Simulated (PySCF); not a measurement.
## Energy profile

The step: BH₂F ([BH2][F]) + SiH₄ → BSiH₅ ([BH2][SiH3]) + HF; bonds formed: B1–Si6, F2–H5; bonds broken: B1–F2, H5–Si6 (atoms numbered as in the saddle structure below).

```
9
angstrom
B -0.1336 -0.2504 -1.0296
F -1.4797 -1.1764 -0.7740
H 0.7396 -0.9706 -1.4050
H -0.4643 0.7099 -1.6549
H -0.9830 -0.6933 0.0794
Si 0.3997 0.4230 0.9130
H 0.8786 -0.5857 1.8953
H -0.5214 1.3665 1.6004
H 1.5640 1.1769 0.3755
```

Electronic energies by CCSD(T) at an estimated basis limit (MP2 extrapolated from triple and quadruple zeta, plus CCSD(T) − MP2 in triple zeta), on PBE0-D4/def2-TZVP structures; BSiH$_{6}$F, singlet; no counterpoise correction. PySCF 2.14 with density fitting (its default auxiliary sets; JK sets also for MP2 and CCSD(T)); basis: def2-TZVPP and def2-QZVPP; cores frozen in the correlated methods. Extrapolation: Hartree–Fock as exp(−7.88 √X), correlation as X^−2.97.

Q: Give the profile in kcal/mol, counted from the separated reactants. (Judge from chemistry; the value comes from the calculation.)

A: Computed:
```
                                                                                                        point  kcal/mol
separated: BH$_{2}$F (linked as [BH2][F]; B1, F2, H3, H4; singlet) + SiH$_{4}$ (H5, Si6, H7, H8, H9; singlet)      0.00
                                                                                              start structure     -1.05
                                                                                                       saddle     51.16
                                                                                                end structure     35.38
   separated: BSiH$_{5}$ (linked as [BH2][SiH3]; B1, H3, H4, Si6, H7, H8, H9; singlet) + HF (F2, H5; singlet)     38.72
```

T1 diagnostic: at most 0.014. The start structure is not quite a true minimum (one mode of 46i cm⁻¹).

For scale, one of the runs: CCSD(T)/def2-TZVPP, 188 basis functions, launched by `OMP_NUM_THREADS=4 python run.py`. Time: 4.4 min of wall clock on 4 CPU threads of an Arm Neoverse V1; the host was shared. Peak host memory: 1.9 GiB.
